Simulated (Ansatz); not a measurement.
**Caesium, bcc under PBE: how the Fermi-Dirac smearing moves the result**

How small must the Fermi-Dirac smearing width be for energy and pressure to settle? The geometry was relaxed under PBE beforehand and stays fixed; 6 values are run, from 0.01 to 1.0 eV. Wanted are the values from which on the energy stays within 10 and 1 meV/atom, and the pressure within 0.5 GPa, of the narrowest run. Within the series other settings stay, but some runs also write fields, which adds to their time. Spin polarisation is left out.

Program: Ansatz 0.2.0. Level of theory: DFT PBE, plane waves with PAW, scalar-relativistic. These are calculated values, not measurements.

### 1 The system as given

Symmetry: Im-3m, No. 229, cubic system. The conventional cell has a = 6.154 Å, b = 6.154 Å, c = 6.154 Å, α = 90.00°, β = 90.00°, γ = 90.00°.

As a file:

```cif
data_structure
_symmetry_space_group_name_H-M 'Im-3m'
_symmetry_Int_Tables_number 229
_cell_length_a 6.1543
_cell_length_b 6.1543
_cell_length_c 6.1543
_cell_angle_alpha 90.000
_cell_angle_beta 90.000
_cell_angle_gamma 90.000
_cell_volume 233.10
loop_
_atom_site_label
_atom_site_type_symbol
_atom_site_symmetry_multiplicity
_atom_site_Wyckoff_symbol
_atom_site_fract_x
_atom_site_fract_y
_atom_site_fract_z
_atom_site_occupancy
Cs1 Cs 2 a 0.00000 0.00000 0.00000 1
```

### 2 Width 0.01 eV

The run at 0.01 eV.

Contents of input.yaml:

```yaml
crystal:
  lattice:
    - [-3.0771709509, 3.0771709509, 3.0771709509]
    - [3.0771709509, -3.0771709509, 3.0771709509]
    - [3.0771709509, 3.0771709509, -3.0771709509]
  atoms:
    - { symbol: Cs, position: [0.0, 0.0, 0.0] }
hamiltonian:
  xc: pbe
  pseudopotentials:
    kind: paw
    azcp:
      Cs: "pseudopotentials/Cs.paw.azcp"
basis:
  ecutwfc: 420
  fft_grid_basis: typed
kpoints:
  mp_grid: { grid: [7, 7, 7], shift: [0, 0, 0] }
magnetization:
  spin_polarized: false
scf:
  occupations: { method: fermi_dirac, width: 0.01 }
  lower_state_search: "off"
output:
  stress: true
  write_density: true
  write_potential: true
  elf: true
  volumetric_format: npy
```

Started as:

```sh
> ansatz run input.yaml --threads 1 --pin off --max-ram 3584MiB --backend cpu --events-out ev --progress --plain --runs-dir out
```

### 3 Width 0.03 eV

The run at 0.03 eV.

input.yaml, as its differences from that of step 2:

```diff
@@ -21,3 +21,3 @@
 scf:
-  occupations: { method: fermi_dirac, width: 0.01 }
+  occupations: { method: fermi_dirac, width: 0.03 }
   lower_state_search: "off"
```

### 4 Width 0.2 eV

The run at 0.2 eV.

input.yaml, as its differences from that of step 3:

```diff
@@ -21,3 +21,3 @@
 scf:
-  occupations: { method: fermi_dirac, width: 0.03 }
+  occupations: { method: fermi_dirac, width: 0.2 }
   lower_state_search: "off"
@@ -25,5 +25 @@
   stress: true
-  write_density: true
-  write_potential: true
-  elf: true
-  volumetric_format: npy
```

### 5 Width 0.3 eV

The run at 0.3 eV.

input.yaml, as its differences from that of step 4:

```diff
@@ -21,3 +21,3 @@
 scf:
-  occupations: { method: fermi_dirac, width: 0.2 }
+  occupations: { method: fermi_dirac, width: 0.3 }
   lower_state_search: "off"
@@ -25 +25,5 @@
   stress: true
+  write_density: true
+  write_potential: true
+  elf: true
+  volumetric_format: npy
```

### 6 Width 0.6 eV

The run at 0.6 eV.

input.yaml, as its differences from that of step 5:

```diff
@@ -21,3 +21,3 @@
 scf:
-  occupations: { method: fermi_dirac, width: 0.3 }
+  occupations: { method: fermi_dirac, width: 0.6 }
   lower_state_search: "off"
@@ -25,5 +25 @@
   stress: true
-  write_density: true
-  write_potential: true
-  elf: true
-  volumetric_format: npy
```

### 7 Width 1.0 eV

The run at 1.0 eV.

input.yaml, as its differences from that of step 6:

```diff
@@ -21,3 +21,3 @@
 scf:
-  occupations: { method: fermi_dirac, width: 0.6 }
+  occupations: { method: fermi_dirac, width: 1.0 }
   lower_state_search: "off"
```

(Steps that only read results are left out.)

Q: Predict the outcome of this session.

The runs gave:

| quantity | value |
| --- | --- |
| E(σ → 0) stays within 10 meV/atom of 0.01 eV | up to 0.3 eV |
| E(σ → 0) stays within 1 meV/atom | up to 0.03 eV |
| pressure stays within 0.5 GPa | up to 1.0 eV |
| pressure at 0.01 eV | 0.01 GPa |
| energy of a separate run on a finer mesh (12×12×12) | +1.1 meV/atom from 0.01 eV |

**Reading.** At 1.0 eV the energy differs by -256.7 meV/atom and the pressure by +0.4 GPa. Over the range F shifts by -1626.7 meV/atom, while E(σ → 0) shifts by -256.7. In theory F falls as the square of the width under this scheme, but here the ratio is not steady: the mesh at narrow widths, or a density of states that varies over the wide ones, can both cause that. The mesh (7×7×7) is fixed, so the narrowest widths carry a k-point error of their own. The yardstick itself is unsettled by 1.1 meV/atom against the finer mesh, so the thresholds above hold only within this series, and wider smearing, which averages over more states, can land nearer the fine-mesh value than the narrowest does. The cell taken over is 6 % larger than the measured one (110.45 Å³/atom, COD).
